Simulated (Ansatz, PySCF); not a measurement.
System: NH, charge 0, multiplicity 3. SMILES: [NH]
Geometry: optimised at B3LYP-D3(BJ)/def2-TZVP (Ansatz, a quantum-chemistry and plane-wave program).

Quantity: atomisation energy, in kcal/mol. Set-up: valence correlation only; UHF or UKS for open shells; spin-orbit terms left out; atomisation electronic, to ground-state atoms; non-relativistic; six Cartesian d functions in 6-31G* and its kin unless marked 5d. Basis-set limits of correlation are two-point, X^-3; Hartree-Fock from the larger set (for Q and 5 zeta extrapolated as (X+1)exp(-9√X)). First-principles rows: single points at B3LYP-D3(BJ) geometries (Ansatz).

Coupled cluster (Ansatz) is a level with limits of its own, used here on species with T1 under 0.025 (0.045 for open shells) and stable references: CCSD(T)/CBS(cc-pVQZ,cc-pV5Z).

Value to compare with, CCSD(T)/CBS(cc-pVQZ,cc-pV5Z) (Ansatz): 82.9 kcal/mol.

```tsv
level	program	atomisation energy (kcal/mol)	difference
HF/6-31G*	Ansatz	47.4	-35.5
PBE/6-31G*	Ansatz	85.2	2.3
BLYP/6-31G*	Ansatz	86.1	3.2
BP86/6-31G* (5d)	PySCF	88.4	5.5
B3LYP/def2-SVP	Ansatz	85.2	2.3
MP2/6-31G*	Ansatz	65.0	-17.9
PBE/def2-TZVPD	Ansatz	88.2	5.3
r2SCAN-D4/def2-TZVPD	Ansatz + dftd4	83.8	0.9
wB97M-V/def2-TZVPD	Ansatz	84.7	1.8
```

Among the 6 habitual levels, HF/6-31G* lies farthest from CCSD(T)/CBS(cc-pVQZ,cc-pV5Z) (Ansatz) (-35.5 kcal/mol); 4 of 6 lie above it, and their mean absolute difference is 11.1 kcal/mol, the median 4.3. One case shows no general order.

The levels are drawn from those run, B3LYP/6-31G* more often than the rest, none by its result; runs whose electronic state is in doubt are left out.
